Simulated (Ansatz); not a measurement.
Barrier height from H2 + O to the transition structure H2O, without zero-point energy, on the benchmark's geometries as Psi4's copy of the set gives them.
Transition structure (charge 0, multiplicity 3):
```csv
atom,x (Å),y (Å),z (Å)
H,0.0000,0.0000,-0.8603
O,0.0000,0.0000,0.3290
H,0.0000,0.0000,-1.7719
```

Open shells are unrestricted; no spin–orbit coupling.

Frozen-core correlation. CBS(a, b) extrapolates the correlation energy as X⁻³ and adds the Hartree–Fock energy of set b.

Codes used: Ansatz (a program for electronic structure) with Gaussian orbitals. Each number belongs to the level named beside it.

The comparison value is 12.97 kcal/mol (CCSD(T)/CBS(aug-cc-pVTZ, aug-cc-pVQZ)). It is a level with limits of its own, not the exact answer.

Order these levels by how close they come to the comparison value for the barrier height, closest first: CCSD(T)/cc-pVDZ, B97M-V/def2-TZVPPD, wB97M-V/def2-TZVPPD. Give each level's value less the comparison value.

wB97M-V/def2-TZVPPD (-2.97 kcal/mol), CCSD(T)/cc-pVDZ (5.69 kcal/mol), B97M-V/def2-TZVPPD (-6.51 kcal/mol)
